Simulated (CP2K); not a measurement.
**BHF (SMILES [BH]F): a first try and a second**

Wanted: energy and forces of BHF, PM3.

The results are computed with CP2K 2026.2.

2 further runs of the same task are left out: 2 set aside as unsound or not needed.

## (1) The molecule

BHF has 3 atoms, charge 0, and is taken as a doublet. As SMILES, `[BH]F`. The shape is that of a GFN2-xTB optimisation.

Bond lengths: B1–F2 1.307 Å, B1–H3 1.175 Å. Angles: F2–B1–H3 117.7°.

## (2) First attempt

The input, run.inp:

```
&FORCE_EVAL
  METHOD QUICKSTEP
  &DFT
    MULTIPLICITY 2
    UKS T
    &QS
      METHOD PM3
      EPS_DEFAULT 1.0E-10
      &SE
        &COULOMB
          CUTOFF [angstrom] 50
          RC_RANGE [angstrom] 0
        &END COULOMB
        &EXCHANGE
          CUTOFF [angstrom] 50
          RC_RANGE [angstrom] 0
        &END EXCHANGE
      &END SE
    &END QS
    &POISSON
      PERIODIC NONE
      POISSON_SOLVER ANALYTIC
    &END POISSON
    &SCF
      SCF_GUESS ATOMIC
      EPS_SCF 1.0E-06
      MAX_SCF 55
      ADDED_MOS 2
      &DIAGONALIZATION
        ALGORITHM STANDARD
      &END DIAGONALIZATION
      &MIXING
        METHOD DIRECT_P_MIXING
        ALPHA 0.4
      &END MIXING
    &END SCF
    &PRINT
      &MOMENTS
        PERIODIC F
        REFERENCE COM
        MAX_MOMENT 1
      &END MOMENTS
      &MO ON
        ENERGIES T
        OCCUPATION_NUMBERS T
        NDIGITS 6
        &EACH
          QS_SCF 0
        &END EACH
        ADD_LAST NUMERIC
      &END MO
      &HIRSHFELD OFF
      &END HIRSHFELD
    &END PRINT
  &END DFT
  &SUBSYS
    &CELL
      ABC 13.8 15.4 13.3
      PERIODIC NONE
    &END CELL
    &COORD
      B     -0.656188     0.336390    -0.340566
      F      1.168266     1.538407     0.812469
      H     -0.512078    -1.874797    -0.471902
    &END COORD
    &TOPOLOGY
      &CENTER_COORDINATES
      &END CENTER_COORDINATES
    &END TOPOLOGY
  &END SUBSYS
  &PRINT
    &FORCES ON
    &END FORCES
  &END PRINT
&END FORCE_EVAL

&GLOBAL
  PROJECT_NAME run
  RUN_TYPE ENERGY_FORCE
  PRINT_LEVEL MEDIUM
&END GLOBAL
```

Command:

```
$ OMP_NUM_THREADS=1 cp2k.psmp -i run.inp > run.out 2>&1
```

Output:

```text
CP2K| version string:                                       CP2K version 2026.2
[...]
 GLOBAL| Method name                                                        CP2K
[...]
 GLOBAL| Run type                                                   ENERGY_FORCE
[...]
                             - Atoms:                                          3
[...]
                             - Spherical basis functions:                      9
[...]
 Number of electrons:                                                          6
[...]
     1 P_Mix/Diag. 0.40E+00    0.0     0.42603067       -17.6814932391 -1.77E+01
[...]
    41 DIIS/Diag.  0.61E-06    0.0     0.00000060       -18.4458146751 -1.22E-11
  *** SCF run converged in    41 steps ***
  Core-core repulsion energy [eV]:                            145.76426280402740
  Core Hamiltonian energy [eV]:                              -894.83687889168789
  Two-electron integral energy [eV]:                          494.27294483412675
  Electronic energy [eV]:                                    -647.70040647462451
  Total energy [eV]:                                         -501.93614367059706
  Atomic reference energy [eV]:                               511.66333572331081
  Heat of formation [kcal/mol]:                               224.31439537406069
[...]
 SE_DIPOLE| Moment [Debye]          5.60431526       2.60725367       3.43721762
 SE_DIPOLE| Derivative [a.u.]       0.00000000       0.00000000       0.00000000
 ENERGY| Total FORCE_EVAL ( QS ) energy [hartree]            -18.445814675087263
 FORCES| Atomic forces [hartree/bohr]
 FORCES|   Atom     x               y               z               |f|
 FORCES|      1  4.75387795E-02 -4.64248731E-02  2.25459592E-02   7.01678322E-02
 FORCES|      2 -4.05687130E-02 -2.38298693E-02 -2.53594633E-02   5.34489057E-02
 FORCES|      3 -6.97006652E-03  7.02547424E-02  2.81350406E-03   7.06556895E-02
 FORCES| Sum     5.55111512E-17  8.32667268E-17 -8.32667268E-17
 FORCES| Total atomic force                                       1.30185189E-16
[...]
```

Wall time 0.91 s (1 thread of AMD EPYC 9R45 (Zen 5), shared host); peak memory 0.19 GiB.

## (3) Diagnosis

It ran to the end. The result can't be trusted all the same.

The fault: numbers in bohr are read as ångström, which stretches the molecule by 1.89. As the program read them, the closest atoms are 2.22 Å apart, against 1.17 Å in the sound input.

## (4) The mended input

The input, molecule.xyz:

```xyz
3

B     -0.347240     0.178010    -0.180220
F      0.618220     0.814090     0.429940
H     -0.270980    -0.992100    -0.249720
```

The input, molecule.inp:

```
&GLOBAL
  PROJECT molecule
  RUN_TYPE ENERGY_FORCE
  PRINT_LEVEL MEDIUM
&END GLOBAL

&FORCE_EVAL
  METHOD Quickstep
  &DFT
    CHARGE 0
    MULTIPLICITY 2
    SPIN_POLARIZED T
    &QS
      METHOD PM3
      EPS_DEFAULT 1.0E-10
      &SE
        &COULOMB
          CUTOFF [angstrom] 50
          RC_RANGE [angstrom] 0
        &END COULOMB
        &EXCHANGE
          CUTOFF [angstrom] 50
          RC_RANGE [angstrom] 0
        &END EXCHANGE
      &END SE
    &END QS
    &POISSON
      PERIODIC NONE
      POISSON_SOLVER ANALYTIC
    &END POISSON
    &SCF
      SCF_GUESS ATOMIC
      EPS_SCF 1.0E-06
      MAX_SCF 100
      ADDED_MOS 2
      &DIAGONALIZATION
        ALGORITHM STANDARD
      &END DIAGONALIZATION
      &MIXING
        METHOD DIRECT_P_MIXING
        ALPHA 0.4
      &END MIXING
    &END SCF
    &PRINT
      &MOMENTS
        PERIODIC F
        REFERENCE COM
        MAX_MOMENT 1
      &END MOMENTS
      &MO ON
        ENERGIES T
        OCCUPATION_NUMBERS T
        NDIGITS 6
        &EACH
          QS_SCF 0
        &END EACH
        ADD_LAST NUMERIC
      &END MO
      &HIRSHFELD OFF
      &END HIRSHFELD
    &END PRINT
  &END DFT
  &SUBSYS
    &CELL
      ABC [angstrom] 13 13.8 12.7
      PERIODIC NONE
    &END CELL
    &TOPOLOGY
      COORD_FILE_NAME molecule.xyz
      COORD_FILE_FORMAT XYZ
      &CENTER_COORDINATES
      &END CENTER_COORDINATES
    &END TOPOLOGY
  &END SUBSYS
  &PRINT
    &FORCES ON
    &END FORCES
  &END PRINT
&END FORCE_EVAL
```

Command:

```
$ OMP_NUM_THREADS=1 cp2k.psmp -i molecule.inp -o molecule.out
```

Output:

```text
CP2K| version string:                                       CP2K version 2026.2
[...]
 GLOBAL| Method name                                                        CP2K
[...]
 GLOBAL| Run type                                                   ENERGY_FORCE
[...]
                             - Atoms:                                          3
[...]
                             - Spherical basis functions:                      9
[...]
 Number of electrons:                                                          6
[...]
     1 P_Mix/Diag. 0.40E+00    0.0     0.40944243       -17.3068821817 -1.73E+01
[...]
    17 DIIS/Diag.  0.26E-06    0.0     0.00000057       -18.8171093180 -6.25E-12
  *** SCF run converged in    17 steps ***
  Core-core repulsion energy [eV]:                            228.58839633109855
  Core Hamiltonian energy [eV]:                              -873.44359008042068
  Two-electron integral energy [eV]:                          265.63121805237250
  Electronic energy [eV]:                                    -740.62798105423440
  Total energy [eV]:                                         -512.03958472313582
  Atomic reference energy [eV]:                               511.66333572331081
  Heat of formation [kcal/mol]:                                -8.67650874460810
[...]
 SE_DIPOLE| Moment [Debye]          1.43429907      -0.88246980       0.73021602
 SE_DIPOLE| Derivative [a.u.]       0.00000000       0.00000000       0.00000000
 ENERGY| Total FORCE_EVAL ( QS ) energy [hartree]            -18.817109318009784
 FORCES| Atomic forces [hartree/bohr]
 FORCES|   Atom     x               y               z               |f|
 FORCES|      1  3.28425750E-02 -9.59907031E-03  1.77435326E-02   3.85436095E-02
 FORCES|      2 -1.33487622E-02  1.52799376E-02 -6.11442486E-03   2.11908503E-02
 FORCES|      3 -1.94938128E-02 -5.68086728E-03 -1.16291077E-02   2.33990841E-02
 FORCES| Sum     8.32667268E-17  1.11022302E-16 -1.11022302E-16
 FORCES| Total atomic force                                       1.77722399E-16
[...]
```

It took 0.87 s on 1 thread of AMD EPYC 9R45 (Zen 5), shared host; peak memory 0.19 GiB.

## (5) Results

At PM3:

```
                                 quantity          value
                             total energy   -18.81711 Eh
                            dipole moment         1.84 D
       HOMO energy (highest over α and β)       -7.47 eV
        LUMO energy (lowest over α and β)       -2.00 eV
heat of formation at this unrelaxed shape  -8.7 kcal/mol
                 largest force on an atom     1.982 eV/Å
```

The first attempt's energy was +10.103 eV off this one. The largest force is 1.98 eV/Å: the shape isn't a stationary point for this species at this level.
